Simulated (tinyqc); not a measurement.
Inside a calculation (part 1 of 2). Method: UHF in the sto-3g basis, for LiH+, spin multiplicity 2. Computed by tinyqc, a small Python program that keeps every step (integrals from PySCF). Settings: charge = 1, multiplicity = 2, basis = sto-3g, energy threshold = 1e-10, iteration cap = 79, orthogonalisation = symmetric, start = core, DIIS depth = 0, method = UHF. Command: `OMP_NUM_THREADS=1 python tinyqc.py 20276 20277 out.jsonl` (the two numbers bound the seeds that draw the settings). One thread of a shared host (Intel(R) Xeon(R) Processor @ 2.60GHz), about 0.1 s of CPU time with the checks. Later iterations appear only in the table of the cycle.

## One-electron integrals

Geometry (angstrom):
```
atom        x        y        z
Li    0.00000  0.00000  0.00000
H     0.00000  0.00000  1.85600
```

Basis sto-3g: exponents (1/bohr^2) and contraction coefficients of normalised primitives:
```
element  l (shell)  exponent  coefficient
Li           s (1)  16.11958      0.15433
Li           s (1)   2.93620      0.53533
Li           s (1)   0.79465      0.44463
Li           s (2)   0.63629     -0.09997
Li           s (2)   0.14786      0.39951
Li           s (2)   0.04809      0.70012
Li           p (3)   0.63629      0.15592
Li           p (3)   0.14786      0.60768
Li           p (3)   0.04809      0.39196
H            s (1)   3.42525      0.15433
H            s (1)   0.62391      0.53533
H            s (1)   0.16886      0.44463
```

Overlap, kinetic and nuclear-attraction integrals over the contracted functions; the nuclear repulsion is the sum of Za Zb / Rab.

nuclear repulsion = 0.8553511 hartree

overlap S, lower triangle:
```
          1Li 1s   1Li 2s  1Li 2px  1Li 2py  1Li 2pz    2H 1s
1Li 1s   1.00000
1Li 2s   0.24114  1.00000
1Li 2px  0.00000  0.00000  1.00000
1Li 2py  0.00000  0.00000  0.00000  1.00000
1Li 2pz  0.00000  0.00000  0.00000  0.00000  1.00000
2H 1s    0.03820  0.33236  0.00000  0.00000  0.45735  1.00000
```

kinetic energy T (hartree), lower triangle:
```
           1Li 1s   1Li 2s  1Li 2px  1Li 2py  1Li 2pz    2H 1s
1Li 1s    3.57679
1Li 2s   -0.02024  0.10216
1Li 2px   0.00000  0.00000  0.31968
1Li 2py   0.00000  0.00000  0.00000  0.31968
1Li 2pz   0.00000  0.00000  0.00000  0.00000  0.31968
2H 1s    -0.01123  0.02661  0.00000  0.00000  0.09124  0.76003
```

nuclear attraction V (hartree), lower triangle:
```
           1Li 1s    1Li 2s   1Li 2px   1Li 2py   1Li 2pz     2H 1s
1Li 1s   -8.26800
1Li 2s   -1.03310  -1.47081
1Li 2px   0.00000   0.00000  -1.43288
1Li 2py   0.00000   0.00000   0.00000  -1.43288
1Li 2pz  -0.01197  -0.10737   0.00000   0.00000  -1.51787
2H 1s    -0.16049  -0.57288   0.00000   0.00000  -0.79749  -2.08129
```

core Hamiltonian H = T + V (hartree), lower triangle:
```
           1Li 1s    1Li 2s   1Li 2px   1Li 2py   1Li 2pz     2H 1s
1Li 1s   -4.69121
1Li 2s   -1.05333  -1.36865
1Li 2px   0.00000   0.00000  -1.11320
1Li 2py   0.00000   0.00000   0.00000  -1.11320
1Li 2pz  -0.01197  -0.10737   0.00000   0.00000  -1.19819
2H 1s    -0.17172  -0.54628   0.00000   0.00000  -0.70625  -1.32126
```

## Two-electron integrals

Functions are numbered as in S; the eight-fold symmetry (ij|kl) = (ji|kl) = (kl|ij) leaves the list below.

Two-electron integrals (ij|kl) in chemists' order, unique and non-zero (hartree):
```
(11|11) 1.68040   (21|11) 0.26542   (21|21) 0.04994   (22|11) 0.39773
(22|21) 0.09286   (22|22) 0.29056   (31|31) 0.00898   (32|31) 0.01379
(32|32) 0.06418   (33|11) 0.39664   (33|21) 0.09288   (33|22) 0.29050
(33|33) 0.31295   (41|41) 0.00898   (42|41) 0.01379   (42|42) 0.06418
(43|43) 0.01687   (44|11) 0.39664   (44|21) 0.09288   (44|22) 0.29050
(44|33) 0.27921   (44|44) 0.31295   (51|51) 0.00898   (52|51) 0.01379
(52|52) 0.06418   (53|53) 0.01687   (54|54) 0.01687   (55|11) 0.39664
(55|21) 0.09288   (55|22) 0.29050   (55|33) 0.27921   (55|44) 0.27921
(55|55) 0.31295   (61|11) 0.04057   (61|21) 0.00768   (61|22) 0.01460
(61|33) 0.01443   (61|44) 0.01443   (61|51) 0.00093   (61|52) 0.00182
(61|55) 0.01495   (61|61) 0.00130   (62|11) 0.11411   (62|21) 0.02705
(62|22) 0.09194   (62|33) 0.08693   (62|44) 0.08693   (62|51) 0.00432
(62|52) 0.02812   (62|55) 0.10188   (62|61) 0.00500   (62|62) 0.05132
(63|31) 0.00196   (63|32) 0.00963   (63|53) 0.00412   (63|63) 0.00329
(64|41) 0.00196   (64|42) 0.00963   (64|54) 0.00412   (64|64) 0.00329
(65|11) 0.14715   (65|21) 0.03520   (65|22) 0.12372   (65|33) 0.11523
(65|44) 0.11523   (65|51) 0.00667   (65|52) 0.04319   (65|55) 0.14055
(65|61) 0.00672   (65|62) 0.07503   (65|65) 0.11085   (66|11) 0.28477
(66|21) 0.06855   (66|22) 0.25728   (66|33) 0.23476   (66|44) 0.23476
(66|51) 0.01170   (66|52) 0.09638   (66|55) 0.30216   (66|61) 0.01305
(66|62) 0.18294   (66|65) 0.27669   (66|66) 0.77461
```

## Orthogonalisation

S = U s U^T; symmetric (Loewdin) form X = U s^(-1/2) U^T, so that X^T S X = 1.

eigenvalues of S: 0.42382  0.80161  1.00000  1.00000  1.17851  1.59605

X, lower triangle:
```
           1Li 1s    1Li 2s  1Li 2px  1Li 2py   1Li 2pz    2H 1s
1Li 1s    1.02338
1Li 2s   -0.13051   1.07986
1Li 2px   0.00000   0.00000  1.00000
1Li 2py   0.00000   0.00000  0.00000  1.00000
1Li 2pz  -0.00717   0.07689  0.00000  0.00000   1.10358
2H 1s     0.01627  -0.21495  0.00000  0.00000  -0.29058  1.15885
```

## Starting guess

The start is the orbitals of the core Hamiltonian; D(s) = C_occ C_occ^T for each spin.

D(alpha) at the start, lower triangle:
```
           1Li 1s   1Li 2s  1Li 2px  1Li 2py  1Li 2pz    2H 1s
1Li 1s    1.02299
1Li 2s   -0.06815  0.15674
1Li 2px   0.00000  0.00000  0.00000
1Li 2py   0.00000  0.00000  0.00000  0.00000
1Li 2pz  -0.04225  0.15629  0.00000  0.00000  0.15652
2H 1s    -0.05781  0.22958  0.00000  0.00000  0.23001  0.33804
```

D(beta) at the start, lower triangle:
```
           1Li 1s    1Li 2s  1Li 2px  1Li 2py  1Li 2pz    2H 1s
1Li 1s    1.01127
1Li 2s   -0.02538   0.00064
1Li 2px   0.00000   0.00000  0.00000
1Li 2py   0.00000   0.00000  0.00000  0.00000
1Li 2pz   0.00057  -0.00001  0.00000  0.00000  0.00000
2H 1s     0.00512  -0.00013  0.00000  0.00000  0.00000  0.00003
```

## Iteration 1: building the Fock matrix

J_ij = sum D_kl (ij|kl) with D = D(alpha) + D(beta), K_ij = sum D_kl (ik|jl) for each spin; F = H + J - K(s); E = tr D H + tr D J / 2 - 0.5 sum_s tr D(s) K(s) + E_nn.

Coulomb J (hartree), lower triangle:
```
          1Li 1s   1Li 2s  1Li 2px  1Li 2py  1Li 2pz    2H 1s
1Li 1s   3.70543
1Li 2s   0.61071  1.06745
1Li 2px  0.00000  0.00000  1.04965
1Li 2py  0.00000  0.00000  0.00000  1.04965
1Li 2pz  0.01247  0.08407  0.00000  0.00000  1.09618
2H 1s    0.09588  0.38529  0.00000  0.00000  0.52543  1.15514
```

exchange K(alpha) (hartree), lower triangle:
```
          1Li 1s   1Li 2s  1Li 2px  1Li 2py  1Li 2pz    2H 1s
1Li 1s   1.69178
1Li 2s   0.26335  0.16339
1Li 2px  0.00000  0.00000  0.02721
1Li 2py  0.00000  0.00000  0.00000  0.02721
1Li 2pz  0.00671  0.14223  0.00000  0.00000  0.18754
2H 1s    0.04740  0.21622  0.00000  0.00000  0.27552  0.52055
```

exchange K(beta) (hartree), lower triangle:
```
          1Li 1s   1Li 2s  1Li 2px  1Li 2py  1Li 2pz    2H 1s
1Li 1s   1.68630
1Li 2s   0.25773  0.04623
1Li 2px  0.00000  0.00000  0.00844
1Li 2py  0.00000  0.00000  0.00000  0.00844
1Li 2pz  0.00098  0.00024  0.00000  0.00000  0.00848
2H 1s    0.03950  0.00713  0.00000  0.00000  0.00090  0.00120
```

F(alpha) (hartree), lower triangle:
```
           1Li 1s    1Li 2s   1Li 2px   1Li 2py   1Li 2pz     2H 1s
1Li 1s   -2.67757
1Li 2s   -0.70597  -0.46460
1Li 2px   0.00000   0.00000  -0.09076
1Li 2py   0.00000   0.00000   0.00000  -0.09076
1Li 2pz  -0.00621  -0.16553   0.00000   0.00000  -0.28955
2H 1s    -0.12324  -0.37721   0.00000   0.00000  -0.45634  -0.68667
```

F(beta) (hartree), lower triangle:
```
           1Li 1s    1Li 2s   1Li 2px   1Li 2py   1Li 2pz     2H 1s
1Li 1s   -2.67209
1Li 2s   -0.70035  -0.34743
1Li 2px   0.00000   0.00000  -0.07199
1Li 2py   0.00000   0.00000   0.00000  -0.07199
1Li 2pz  -0.00048  -0.02354   0.00000   0.00000  -0.11049
2H 1s    -0.11533  -0.16812   0.00000   0.00000  -0.18172  -0.16733
```

total energy of this density = -7.5781483 hartree

## Iteration 1: diagonalisation and new density

Diagonalise F' = X^T F X, C = X C', fill 2 alpha and 1 beta electrons from the bottom; D(s) = C_occ C_occ^T. Each column has its largest component positive (the first on a tie).

F' = X^T F X (alpha) (hartree), lower triangle:
```
          1         2         3         4         5         6
1  -2.62638
2  -0.35520  -0.26590
3   0.00000   0.00000  -0.09076
4   0.00000   0.00000   0.00000  -0.09076
5   0.00331  -0.05515   0.00000   0.00000  -0.13169
6  -0.00092  -0.22629   0.00000   0.00000  -0.30476  -0.49385
```

orbital energies (alpha) (hartree): MO1 -2.67924, MO2 -0.75785, MO3 -0.14160, MO4 -0.09076, MO5 -0.09076, MO6 0.06087

coefficients C (alpha):
```
             MO1       MO2       MO3      MO4       MO5       MO6
1Li 1s   0.99313  -0.11087  -0.24088  0.00000   0.00000  -0.08969
1Li 2s   0.02666   0.27002   0.95838  0.00000   0.00000   0.49307
1Li 2px  0.00000   0.00000   0.00000  0.67808   0.73499   0.00000
1Li 2py  0.00000   0.00000   0.00000  0.73499  -0.67808   0.00000
1Li 2pz  0.00375   0.26766  -0.37315  0.00000   0.00000   1.04756
2H 1s    0.00210   0.74119  -0.26034  0.00000   0.00000  -0.92558
```

F' = X^T F X (beta) (hartree), lower triangle:
```
          1         2         3         4         5         6
1  -2.62051
2  -0.36156  -0.18795
3   0.00000   0.00000  -0.07199
4   0.00000   0.00000   0.00000  -0.07199
5  -0.00405   0.03130   0.00000   0.00000  -0.03053
6  -0.01128  -0.12157   0.00000   0.00000  -0.16974  -0.04705
```

orbital energies (beta) (hartree): MO1 -2.67343, MO2 -0.25409, MO3 -0.12723, MO4 -0.07199, MO5 -0.07199, MO6 0.16871

coefficients C (beta):
```
              MO1       MO2       MO3      MO4       MO5       MO6
1Li 1s    0.99390  -0.15814  -0.20365  0.00000   0.00000   0.10166
1Li 2s    0.02455   0.50748   0.81246  0.00000   0.00000  -0.56303
1Li 2px   0.00000   0.00000   0.00000  0.81978  -0.57268   0.00000
1Li 2py   0.00000   0.00000   0.00000  0.57268   0.81978   0.00000
1Li 2pz   0.00138   0.33271  -0.57040  0.00000   0.00000  -0.93393
2H 1s    -0.00239   0.54808  -0.23131  0.00000   0.00000   1.05827
```

D(alpha) after iteration 1, lower triangle:
```
           1Li 1s   1Li 2s  1Li 2px  1Li 2py  1Li 2pz    2H 1s
1Li 1s    0.99859
1Li 2s   -0.00346  0.07362
1Li 2px   0.00000  0.00000  0.00000
1Li 2py   0.00000  0.00000  0.00000  0.00000
1Li 2pz  -0.02595  0.07237  0.00000  0.00000  0.07165
2H 1s    -0.08008  0.20020  0.00000  0.00000  0.19839  0.54937
```

D(beta) after iteration 1, lower triangle:
```
           1Li 1s    1Li 2s  1Li 2px  1Li 2py  1Li 2pz    2H 1s
1Li 1s    0.98785
1Li 2s    0.02440   0.00060
1Li 2px   0.00000   0.00000  0.00000
1Li 2py   0.00000   0.00000  0.00000  0.00000
1Li 2pz   0.00137   0.00003  0.00000  0.00000  0.00000
2H 1s    -0.00238  -0.00006  0.00000  0.00000  0.00000  0.00001
```

Within a degenerate level the vectors are fixed only up to a rotation; this is one choice.

## Iteration 2: building the Fock matrix

As before.

Coulomb J (hartree), lower triangle:
```
          1Li 1s   1Li 2s  1Li 2px  1Li 2py  1Li 2pz    2H 1s
1Li 1s   3.66087
1Li 2s   0.60407  1.06116
1Li 2px  0.00000  0.00000  1.04047
1Li 2py  0.00000  0.00000  0.00000  1.04047
1Li 2pz  0.01221  0.08966  0.00000  0.00000  1.09586
2H 1s    0.09491  0.39577  0.00000  0.00000  0.54387  1.22909
```

exchange K(alpha) (hartree), lower triangle:
```
          1Li 1s   1Li 2s  1Li 2px  1Li 2py  1Li 2pz    2H 1s
1Li 1s   1.67817
1Li 2s   0.27387  0.14705
1Li 2px  0.00000  0.00000  0.02179
1Li 2py  0.00000  0.00000  0.00000  0.02179
1Li 2pz  0.00072  0.12014  0.00000  0.00000  0.16891
2H 1s    0.04422  0.21782  0.00000  0.00000  0.28977  0.62999
```

exchange K(beta) (hartree), lower triangle:
```
          1Li 1s   1Li 2s  1Li 2px  1Li 2py  1Li 2pz    2H 1s
1Li 1s   1.67276
1Li 2s   0.27288  0.05390
1Li 2px  0.00000  0.00000  0.00957
1Li 2py  0.00000  0.00000  0.00000  0.00957
1Li 2pz  0.00021  0.00006  0.00000  0.00000  0.00955
2H 1s    0.04259  0.00853  0.00000  0.00000  0.00107  0.00150
```

F(alpha) (hartree), lower triangle:
```
           1Li 1s    1Li 2s   1Li 2px   1Li 2py   1Li 2pz     2H 1s
1Li 1s   -2.70851
1Li 2s   -0.72314  -0.45454
1Li 2px   0.00000   0.00000  -0.09452
1Li 2py   0.00000   0.00000   0.00000  -0.09452
1Li 2pz  -0.00049  -0.13785   0.00000   0.00000  -0.27124
2H 1s    -0.12103  -0.36832   0.00000   0.00000  -0.45215  -0.72215
```

F(beta) (hartree), lower triangle:
```
           1Li 1s    1Li 2s   1Li 2px   1Li 2py   1Li 2pz     2H 1s
1Li 1s   -2.70310
1Li 2s   -0.72215  -0.36140
1Li 2px   0.00000   0.00000  -0.08231
1Li 2py   0.00000   0.00000   0.00000  -0.08231
1Li 2pz   0.00003  -0.01777   0.00000   0.00000  -0.11187
2H 1s    -0.11940  -0.15903   0.00000   0.00000  -0.16344  -0.09367
```

total energy of this density = -7.6164525 hartree

## Iteration 2: diagonalisation and new density

As before.

F' = X^T F X (alpha) (hartree), lower triangle:
```
          1         2         3         4         5         6
1  -2.65404
2  -0.37174  -0.25105
3   0.00000   0.00000  -0.09452
4   0.00000   0.00000   0.00000  -0.09452
5   0.00433  -0.02632   0.00000   0.00000  -0.11079
6   0.00261  -0.21800   0.00000   0.00000  -0.29893  -0.54314
```

orbital energies (alpha) (hartree): MO1 -2.71066, MO2 -0.76914, MO3 -0.14784, MO4 -0.09452, MO5 -0.09452, MO6 0.06862

coefficients C (alpha):
```
              MO1       MO2       MO3      MO4       MO5       MO6
1Li 1s    0.99215  -0.09753  -0.24538  0.00000   0.00000  -0.10284
1Li 2s    0.03076   0.21562   0.94995  0.00000   0.00000   0.53423
1Li 2px   0.00000   0.00000   0.00000  0.93661  -0.35038   0.00000
1Li 2py   0.00000   0.00000   0.00000  0.35038   0.93661   0.00000
1Li 2pz   0.00204   0.22042  -0.39702  0.00000   0.00000   1.04980
2H 1s    -0.00032   0.79770  -0.21283  0.00000   0.00000  -0.89007
```

F' = X^T F X (beta) (hartree), lower triangle:
```
          1         2         3         4         5        6
1  -2.64756
2  -0.37887  -0.19932
3   0.00000   0.00000  -0.08231
4   0.00000   0.00000   0.00000  -0.08231
5  -0.00408   0.03391   0.00000   0.00000  -0.03722
6  -0.01236  -0.12427   0.00000   0.00000  -0.16907  0.03498
```

orbital energies (beta) (hartree): MO1 -2.70520, MO2 -0.22432, MO3 -0.13015, MO4 -0.08231, MO5 -0.08231, MO6 0.21055

coefficients C (beta):
```
              MO1       MO2       MO3      MO4       MO5       MO6
1Li 1s    0.99233  -0.19751  -0.17724  0.00000   0.00000   0.09750
1Li 2s    0.03058   0.66398   0.69943  0.00000   0.00000  -0.55157
1Li 2px   0.00000   0.00000   0.00000  0.68859   0.72515   0.00000
1Li 2py   0.00000   0.00000   0.00000  0.72515  -0.68859   0.00000
1Li 2pz   0.00152   0.32969  -0.66729  0.00000   0.00000  -0.86851
2H 1s    -0.00318   0.41526  -0.23707  0.00000   0.00000   1.11588
```

D(alpha) after iteration 2, lower triangle:
```
           1Li 1s   1Li 2s  1Li 2px  1Li 2py  1Li 2pz    2H 1s
1Li 1s    0.99387
1Li 2s    0.00949  0.04744
1Li 2px   0.00000  0.00000  0.00000
1Li 2py   0.00000  0.00000  0.00000  0.00000
1Li 2pz  -0.01948  0.04759  0.00000  0.00000  0.04859
2H 1s    -0.07812  0.17199  0.00000  0.00000  0.17583  0.63633
```

D(beta) after iteration 2, lower triangle:
```
           1Li 1s    1Li 2s  1Li 2px  1Li 2py  1Li 2pz    2H 1s
1Li 1s    0.98473
1Li 2s    0.03035   0.00094
1Li 2px   0.00000   0.00000  0.00000
1Li 2py   0.00000   0.00000  0.00000  0.00000
1Li 2pz   0.00150   0.00005  0.00000  0.00000  0.00000
2H 1s    -0.00316  -0.00010  0.00000  0.00000  0.00000  0.00001
```

Within a degenerate level the vectors are fixed only up to a rotation; this is one choice.

## Iteration 3: building the Fock matrix

As before.

Coulomb J (hartree), lower triangle:
```
          1Li 1s   1Li 2s  1Li 2px  1Li 2py  1Li 2pz    2H 1s
1Li 1s   3.65008
1Li 2s   0.60219  1.05897
1Li 2px  0.00000  0.00000  1.03726
1Li 2py  0.00000  0.00000  0.00000  1.03726
1Li 2pz  0.01212  0.09151  0.00000  0.00000  1.09575
2H 1s    0.09464  0.39948  0.00000  0.00000  0.55039  1.25578
```

exchange K(alpha) (hartree), lower triangle:
```
          1Li 1s   1Li 2s  1Li 2px  1Li 2py  1Li 2pz    2H 1s
1Li 1s   1.67540
1Li 2s   0.27503  0.13825
1Li 2px  0.00000  0.00000  0.01960
1Li 2py  0.00000  0.00000  0.00000  0.01960
1Li 2pz  0.00005  0.11108  0.00000  0.00000  0.16122
2H 1s    0.04393  0.21488  0.00000  0.00000  0.29236  0.66718
```

exchange K(beta) (hartree), lower triangle:
```
          1Li 1s   1Li 2s  1Li 2px  1Li 2py  1Li 2pz    2H 1s
1Li 1s   1.67063
1Li 2s   0.27465  0.05490
1Li 2px  0.00000  0.00000  0.00973
1Li 2py  0.00000  0.00000  0.00000  0.00973
1Li 2pz  0.00014  0.00004  0.00000  0.00000  0.00969
2H 1s    0.04299  0.00872  0.00000  0.00000  0.00110  0.00154
```

F(alpha) (hartree), lower triangle:
```
           1Li 1s    1Li 2s   1Li 2px   1Li 2py   1Li 2pz     2H 1s
1Li 1s   -2.71653
1Li 2s   -0.72617  -0.44793
1Li 2px   0.00000   0.00000  -0.09554
1Li 2py   0.00000   0.00000   0.00000  -0.09554
1Li 2pz   0.00010  -0.12695   0.00000   0.00000  -0.26365
2H 1s    -0.12102  -0.36168   0.00000   0.00000  -0.44821  -0.73266
```

F(beta) (hartree), lower triangle:
```
           1Li 1s    1Li 2s   1Li 2px   1Li 2py   1Li 2pz     2H 1s
1Li 1s   -2.71176
1Li 2s   -0.72579  -0.36458
1Li 2px   0.00000   0.00000  -0.08567
1Li 2py   0.00000   0.00000   0.00000  -0.08567
1Li 2pz   0.00001  -0.01590   0.00000   0.00000  -0.11213
2H 1s    -0.12007  -0.15552   0.00000   0.00000  -0.15695  -0.06702
```

total energy of this density = -7.6208004 hartree

## Iteration 3: diagonalisation and new density

As before.

F' = X^T F X (alpha) (hartree), lower triangle:
```
          1         2         3         4         5         6
1  -2.66154
2  -0.37481  -0.24447
3   0.00000   0.00000  -0.09554
4   0.00000   0.00000   0.00000  -0.09554
5   0.00349  -0.01598   0.00000   0.00000  -0.10338
6   0.00235  -0.21158   0.00000   0.00000  -0.29438  -0.56089
```

orbital energies (alpha) (hartree): MO1 -2.71873, MO2 -0.77089, MO3 -0.15027, MO4 -0.09554, MO5 -0.09554, MO6 0.06961

coefficients C (alpha):
```
              MO1       MO2       MO3      MO4       MO5       MO6
1Li 1s    0.99208  -0.09212  -0.24621  0.00000   0.00000  -0.10645
1Li 2s    0.03108   0.19299   0.94876  0.00000   0.00000   0.54488
1Li 2px   0.00000   0.00000   0.00000  0.41537   0.90965   0.00000
1Li 2py   0.00000   0.00000   0.00000  0.90965  -0.41537   0.00000
1Li 2pz   0.00177   0.20273  -0.40150  0.00000   0.00000   1.05165
2H 1s    -0.00061   0.81890  -0.19749  0.00000   0.00000  -0.87421
```

F' = X^T F X (beta) (hartree), lower triangle:
```
          1         2         3         4         5        6
1  -2.65574
2  -0.38115  -0.20250
3   0.00000   0.00000  -0.08567
4   0.00000   0.00000   0.00000  -0.08567
5  -0.00423   0.03472   0.00000   0.00000  -0.03930
6  -0.01263  -0.12528   0.00000   0.00000  -0.16900  0.06470
```

orbital energies (beta) (hartree): MO1 -2.71395, MO2 -0.21666, MO3 -0.13042, MO4 -0.08567, MO5 -0.08567, MO6 0.22818

coefficients C (beta):
```
              MO1       MO2       MO3      MO4       MO5       MO6
1Li 1s    0.99218  -0.21151   0.16273  0.00000   0.00000   0.09503
1Li 2s    0.03119   0.72275  -0.64442  0.00000   0.00000  -0.54464
1Li 2px   0.00000   0.00000   0.00000  0.66387   0.74785   0.00000
1Li 2py   0.00000   0.00000   0.00000  0.74785  -0.66387   0.00000
1Li 2pz   0.00156   0.31266   0.70544  0.00000   0.00000  -0.84432
2H 1s    -0.00328   0.36621   0.23793  0.00000   0.00000   1.13275
```

D(alpha) after iteration 3, lower triangle:
```
           1Li 1s   1Li 2s  1Li 2px  1Li 2py  1Li 2pz    2H 1s
1Li 1s    0.99271
1Li 2s    0.01306  0.03821
1Li 2px   0.00000  0.00000  0.00000
1Li 2py   0.00000  0.00000  0.00000  0.00000
1Li 2pz  -0.01692  0.03918  0.00000  0.00000  0.04110
2H 1s    -0.07605  0.15802  0.00000  0.00000  0.16601  0.67060
```

D(beta) after iteration 3, lower triangle:
```
           1Li 1s    1Li 2s  1Li 2px  1Li 2py   1Li 2pz    2H 1s
1Li 1s    0.98441
1Li 2s    0.03094   0.00097
1Li 2px   0.00000   0.00000  0.00000
1Li 2py   0.00000   0.00000  0.00000  0.00000
1Li 2pz   0.00154   0.00005  0.00000  0.00000   0.00000
2H 1s    -0.00326  -0.00010  0.00000  0.00000  -0.00001  0.00001
```

Within a degenerate level the vectors are fixed only up to a rotation; this is one choice.
